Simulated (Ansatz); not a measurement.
Cartesian coordinates (Å):
```xyz
3

S      0.0037     0.6241     0.0000
H     -0.9728    -0.3063     0.0000
H      0.9692    -0.3177     0.0000
```
Charge 0, spin multiplicity 1.

The numbers are results of frozen-core CCSD(T)/cc-pVTZ // PBE0-D3(BJ)/def2-SVP (Ansatz, a program for electronic structure), not measurements.

```
Property                       Result
----------------------  -------------
HF energy               -398.71263 Ha
MP2 correlation energy    -0.19084 Ha
```

Question: Estimate the CCSD correlation energy, the (T) correction, the total energy and the T1 diagnostic.

Answer: 
- CCSD correlation energy = -0.21482 Ha
- (T) correction = -0.00790 Ha
- CCSD(T) total energy = -398.93534 Ha
- T1 diagnostic = 0.009
